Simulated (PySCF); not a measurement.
**Which determinant of SiO lies lowest?**

Unrestricted PBE0; basis Si def2-SVP, O def2-SVP; no relativity; PySCF 2.14. Outer shells of the fragments: Si 3s2 3p2; O 2s2 2p4.

Followed along the bond (rough minima from three points):

```
2Ms+1    unpaired  ⟨S²⟩ at the start  R at minimum (Å)  Te (eV)
    1        none               0.00              1.52     0.00
    3        π ↑↑               2.01              1.75     3.79
    5  σ ↑, π ↑↑↑               6.00  none in the scan   ≤ 6.91
```

Solutions found at the starting distance of 1.715 Å, counted from the lowest of them; the search is not exhaustive and high or unbound solutions are not listed, so other states can lie among these:

| 2Ms+1 | unpaired | term | E (eV) | ⟨S²⟩ | ⟨Lz²⟩ | μ (D) |
| --- | --- | --- | --- | --- | --- | --- |
| 1 | none | ¹Σ⁺ | 0.00 | 0.00 | 0.00 | -3.27 |
| 3 | π ↑↑ | mixed | 3.01 | 2.01 | 2.01 | -0.73 |
| 3 | π ↑↑ | mixed | 3.37 | 2.01 | 2.01 | -0.86 |
| 3 | σ ↑, π ↑ | ³Π | 3.43 | 2.01 | 1.01 | -2.78 |
| 1 | π ↑↓ | mixed | 3.46 | 1.01 | 2.01 | -0.92 |
| 5 | σ ↑, π ↑↑↑ | ⁵Π | 6.19 | 6.00 | 1.00 | -1.13 |
| 3 | σ ↑, π ↑ | ³Π | 6.68 | 2.00 | 1.01 | -0.89 |
| 3 | σ ↑↑ | ³Σ⁺ | 6.79 | 2.00 | 0.00 | -2.52 |
| 5 | π ↑↑↑↑ | ⁵Σ⁺ | 8.58 | 6.02 | 0.00 | 3.61 |
| 5 | σ ↑↑, π ↑↑ | mixed | 9.43 | 6.00 | 2.01 | -0.94 |
| 5 | σ ↑↑, π ↑↑ | mixed | 9.78 | 6.00 | 2.00 | -0.98 |

A term symbol is given only where ⟨S²⟩ and ⟨Lz²⟩ are close to those of a pure state; real π, δ and φ orbitals otherwise mix terms. A positive dipole means Si(−)O(+).

Q: Compare the gap between the two lowest followed solutions at the starting distance with the gap between their minima.

A: At PBE0 the second solution (triplet, unpaired electrons π ↑↑) lies +3.01 eV from the first (singlet, closed shell) at 1.715 Å and +3.79 eV at the minima; the two curves relax by different amounts, since their minima lie near 1.75 and 1.52 Å.

Counting both spins, an empty level lies below a filled one in some of these solutions, because spin and occupation are held.
